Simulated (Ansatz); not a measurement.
**C3H3F: small, medium and large basis sets**

An exercise on one series of results from a longer session: the logs are not shown, and one member is left open.

Program: Ansatz 0.2.0, Gaussian basis. Level of theory: one geometry, several basis sets. These are calculated values, not measurements.

Levels to be run: PBE0-D4/def2-SVP; ωB97M-V/def2-SVP; PBE0-D4/def2-QZVPP; ωB97M-V/def2-QZVPP; the functionals' def2-TZVPP values are taken from earlier runs.

### The geometry

All runs share one geometry, relaxed beforehand with PBE0-D4 in a triple-zeta def2 set.

SMILES `C=C=CF`, 7 atoms, charge 0, spin multiplicity 1.

Atoms are counted from 1 here; the program's logs count them from 0.

Bond lengths: C1–C2 1.299 Å, C1–H5 1.086 Å, C1–H6 1.086 Å, C2–C3 1.299 Å, C3–F4 1.343 Å, C3–H7 1.083 Å. Angles: C2–C1–H5 121.4°, C2–C1–H6 121.4°, H5–C1–H6 117.2°, C1–C2–C3 177.9°, C2–C3–F4 122.6°, C2–C3–H7 124.4°, F4–C3–H7 113.0°.

Set-up of the first run:

Contents of in.yaml:

```yaml
crystal:
  periodic: [false, false, false]
  atoms:
    - {symbol: C, position_ang: [-0.891666, 0.967471, 0.011951]}
    - {symbol: C, position_ang: [-0.009169, 0.014465, 0.000682]}
    - {symbol: C, position_ang: [0.888232, -0.924463, 0.032207]}
    - {symbol: F, position_ang: [1.051708, -1.802283, -0.971473]}
    - {symbol: H, position_ang: [-1.888572, 0.810574, 0.414026]}
    - {symbol: H, position_ang: [-0.665622, 1.952493, -0.386472]}
    - {symbol: H, position_ang: [1.576290, -1.086258, 0.853380]}
basis:
  gaussian: {orbitals: def2-SVP}
hamiltonian: {xc: pbe0, dispersion: d4}
output: {orbitals: {seedname: orbitals}}
```

Command:

```bash
$ ansatz run in.yaml --threads 2 --pin off --events-out ev --progress --plain --max-ram 4352MiB
```

Among the steps run: PBE0-D4 in def2-SVP; ωB97M-V in def2-SVP; PBE0-D4 in def2-QZVPP; ωB97M-V in def2-QZVPP.

One of the session's tables, all rows but one given; the rest of the session is left out.

It belongs to the step «Functionals by basis». 

| functional | basis | HOMO (eV) |
| --- | --- | --- |
| PBE0-D4 | def2-SVP | -7.38 |
| PBE0-D4 | def2-TZVPP | ? |
| PBE0-D4 | def2-QZVPP | -7.52 |
| ωB97M-V | def2-SVP | -9.61 |
| ωB97M-V | def2-TZVPP | -9.73 |
| ωB97M-V | def2-QZVPP | -9.76 |

Estimate the missing values for PBE0-D4, def2-TZVPP.

**Answer.** HOMO (eV): -7.49. In the column «HOMO (eV)» it lies between PBE0-D4, def2-QZVPP (-7.52) and PBE0-D4, def2-SVP (-7.38).
